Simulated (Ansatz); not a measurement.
System: hcp Re. Method: PBEsol (PAW; Ansatz, an electronic-structure program).

Output (set-up and result lines):

```
Relaxation: its limit of steps is 80 (relax.max_steps)
Crystal: 2 atoms, lattice volume = 27.941 Å³
Basis set: ecut = 520 eV, 725 PW (Γ), exchange–correlation on 48×48×72 points (8 copies of the dense FFT grid, shifted against one another)
Bands: 19, of which v1, the nominal top of the filled ones, is band 15 counted from 1 (14 counted from 0)
Symmetry: 24 space group operations
Space group: P63/mmc (ITA 194), of the structure as read, at distance tolerance 3.0e-5 Å
k-points: 427 of 6912
Functional: x = pbesol(κ = 0.804, μ = 0.12345679012345678), c = pbesol(β = 0.046)
SCF iter   1: F=—  HF=-21474.444929 eV  |F-HF|=—  |Δ(HF+E_count)|=         —  Δρ=8.58e-3  dr2=6.27e-3
SCF iter   2: F=—  HF=-21474.445844 eV  |F-HF|=—  |Δ(HF+E_count)|=   9.15e-4  Δρ=5.02e-3  dr2=2.30e-3
  ...
SCF 1 converged in 6 iterations: F = -21474.446219 eV  dr2 = 5.34e-10
Crystal: 2 atoms, lattice volume = 27.941 Å³
Initial density: handed on by an earlier stage of this run
SCF 2 converged in 7 iterations: F = -21474.446219 eV  dr2 = 3.09e-16
Crystal: 2 atoms, lattice volume = 27.941 Å³
SCF 3 converged in 8 iterations: F = -21474.446219 eV  dr2 = 2.56e-18
Crystal: 2 atoms, lattice volume = 27.941 Å³
SCF iter   7: F=-21474.446219 eV  HF=-21474.446219 eV  |F-HF|=7.28e-12  |Δ(HF+E_count)|=    0.00e0  Δρ=7.21e-9  dr2=6.66e-15
SCF iter   8: F=-21474.446219 eV  HF=-21474.446219 eV  |F-HF|=1.46e-11  |Δ(HF+E_count)|=  7.28e-12  Δρ=2.47e-9  dr2=7.69e-16
SCF 4 converged in 8 iterations: F = -21474.446219 eV  dr2 = 7.69e-16
SCF converged after 8 iterations
Free energy (F): -21474.446219 eV
Internal energy: -21474.434153 eV  (E = F + TS)
E sigma→0 (E₀):  -21474.440186 eV
Fermi energy:    25.284146 eV
--- Forces (eV/Å), atoms counted from 1 ---
  atom   1  Re    -0.00000000     0.00000000     0.00000000
  atom   2  Re     0.00000000    -0.00000000     0.00000000
--- Stress (GPa, compression-positive) ---
       17.459835      -0.000000       0.000000
       -0.000000      17.459835       0.000000
        0.000000       0.000000      17.459893
  P = ⅓ Tr σ = 17.4599 GPa (174.599 kbar)
```

**Question.** Write an input file that produces this run.

**Answer.** This is not unique; one that fits is 
Ansatz 0.2 input:
```yaml
crystal:
  lattice:
    - [1.3567879866, -2.3500257279, 0.0]
    - [1.3567879866, 2.3500257279, 0.0]
    - [0.0, 0.0, 4.3815252406]
  atoms:
    - { symbol: Re, position: [0.3333333333, 0.6666666667, 0.25] }
    - { symbol: Re, position: [0.6666666667, 0.3333333333, 0.75] }
basis:
  ecutwfc: 520
  ecutrho_ratio: 4
  xc_grid: 2
kpoints:
  mp_grid: { grid: [24, 24, 12] }
hamiltonian:
  xc: pbesol
  dispersion: none
  pseudopotentials: { kind: paw }
scf:
  occupations: { method: fermi_dirac, width: 0.05 }
output:
  forces: true
  stress: true
  eigenvalues: true
relax:
  f_tol: 0.004
  escape_saddle: false
  max_steps: 80
  cell: { stress_tol: 0.02, fix: [volume] }
```

The cell is one volume of an energy–volume scan, off the minimum.

The PAW data were made under PBE.

The result took very roughly 60 core-seconds.
